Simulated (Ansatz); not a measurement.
Active spaces for C2H6, singlet

Calculated in Ansatz's Gaussian-basis code; NEVPT3, NEVPT4(SD), MRCISD by development code. Basis cc-pVDZ, nonrelativistic, 2 orbitals frozen in the corrections. State-specific CASSCF; RHF is the lowest restricted (open-shell) Hartree–Fock solution met. Letters tell apart solutions met in one space. Single-reference values can break down or jump between states where bonds are stretched. No symmetry is imposed, so a solution can break that of the shape. The lowest solution met needn't be the lowest there is, nor hold the orbitals that a chemist would pick.

Geometry. A bond is stretched, to 1.63 times the sum of the covalent radii.

```xyz
8

C     0.0000    0.1074   -0.7421
C     0.0000   -0.0424    0.7750
H     0.0000   -1.4530   -1.5312
H    -0.8824    0.6532   -1.0852
H     0.8824    0.6532   -1.0852
H     0.0000    0.9329    1.2682
H    -0.8824   -0.5882    1.1180
H     0.8824   -0.5882    1.1180
```

CASSCF less RHF, in eV, and natural occupations:

```tsv
CAS	CASSCF	occupations
(2,2) a	-1.056	1.89, 0.11
(2,2) b	-0.424	1.98, 0.02
```

What totals less RHF do the corrections give on each solution?



```tsv
CAS	SC-NEVPT2	FIC-NEVPT2	NEVPT3	NEVPT4(SD)	MRCISD
(2,2) a	-8.653	-8.654	-9.495	-9.763	-8.943
(2,2) b	-8.380	-8.381	-9.288	-9.670	-8.689
```

In CAS(2,2), is the solution lowest in CASSCF also lowest after SC-NEVPT2?

Yes: (2,2) a stays lowest, 0.27 eV under the next.

How do single-reference totals in the same basis and frozen core stand against SC-NEVPT2 in CAS(2,2) a?

CCSD(T) -1.208 eV. Coupled cluster stands on the determinant that it favours, which can lie over the RHF solution above, and is in doubt where the occupations are far from 0, 1 and 2.
